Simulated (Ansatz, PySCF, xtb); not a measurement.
Bonds broken one at a time in the series Si F-Cl. Isolated molecules, 0 K electronic values unless said otherwise. Strings in code marks are SMILES.

Quantity: homolytic bond dissociation enthalpy at 298 K (no spin–orbit term), in kJ/mol. Enthalpy corrections at 298 K come from GFN2-xTB frequencies (xtb).

Level 1: PBE-D3(BJ)/def2-TZVP // B3LYP-D3(BJ)/def2-TZVP (PySCF)
Level 2: frozen-core MP2/cc-pVTZ // B3LYP-D3(BJ)/def2-TZVP (Ansatz, an electronic-structure program)
Level 3: M06-2X/6-31G* // B3LYP-D3(BJ)/def2-TZVP (PySCF)
Level 4: PBE/6-31G* // B3LYP-D3(BJ)/def2-TZVP (PySCF)

```json
[
 {"species": "F–Si bond of `F[Si](F)(F)F`, giving `F[Si](F)F` and `[F]`", "level 2": "696.5", "level 3": "678.5", "level 4": "671.5"}
]
```

Task: What does level 1 give for each?

Result: 
- F–Si bond of `F[Si](F)(F)F`, giving `F[Si](F)F` and `[F]`: 668.0
